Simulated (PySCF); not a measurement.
Simulated C 1s region for `C[C-](F)C#N`, binding energy against the vacuum level.

Every computed line was given a Gaussian of 0.4 eV full width at half maximum and an area set by the number of equivalent atoms; the highest printed point is 100. Computed, not measured: PySCF, delta-SCF UKS SCAN, pcX-2 on the ionised atom, pcseg-1 elsewhere, spin-free X2C.

```json
{"binding energy (eV)": "285.0", "intensity": "0"}
{"binding energy (eV)": "285.1", "intensity": "2"}
{"binding energy (eV)": "285.2", "intensity": "8"}
{"binding energy (eV)": "285.3", "intensity": "23"}
{"binding energy (eV)": "285.4", "intensity": "49"}
{"binding energy (eV)": "285.5", "intensity": "76"}
{"binding energy (eV)": "285.6", "intensity": "95"}
{"binding energy (eV)": "285.7", "intensity": "100"}
{"binding energy (eV)": "285.8", "intensity": "93"}
{"binding energy (eV)": "285.9", "intensity": "79"}
{"binding energy (eV)": "286.0", "intensity": "67"}
{"binding energy (eV)": "286.1", "intensity": "68"}
{"binding energy (eV)": "286.2", "intensity": "72"}
{"binding energy (eV)": "286.3", "intensity": "63"}
{"binding energy (eV)": "286.4", "intensity": "41"}
{"binding energy (eV)": "286.5", "intensity": "19"}
{"binding energy (eV)": "286.6", "intensity": "6"}
{"binding energy (eV)": "286.7", "intensity": "1"}
{"binding energy (eV)": "286.8", "intensity": "0"}
```

Count the maxima, the lines and the sites behind this envelope.

The curve has 2 maxima (at 285.7 and 286.2 eV). Under it lie 3 lines from 3 inequivalent carbon sites. At this width some lines have no maximum of their own.

Decompose the envelope and assign each component. Numbering: `[CH3:1][C-:2]([F:3])[C:4]#[N:5]`.

```
position (eV)  relative area  line  atoms                 environment
       285.55              1  C 1s     C4    carbon bonded to C and N
       285.82              1  C 1s     C2  carbon bonded to 2 C and F
       286.23              1  C 1s     C1               methyl carbon
```

The listed C 1s values span 0.68 eV, from C4 (bonded to N (triple bond) and C) to C1 (bonded to C and 3 H). The widest gap between neighbouring values is 0.41 eV, between 285.82 and 286.23 eV.

Shake-up satellites, vibrational structure and lifetime widths aren't simulated. The species carries charge -1, so core ionisation leaves a neutral species. The basis sets have no added diffuse functions. Isolated species at its PBE0-D3(BJ)/def2-SVP geometry, gas phase.
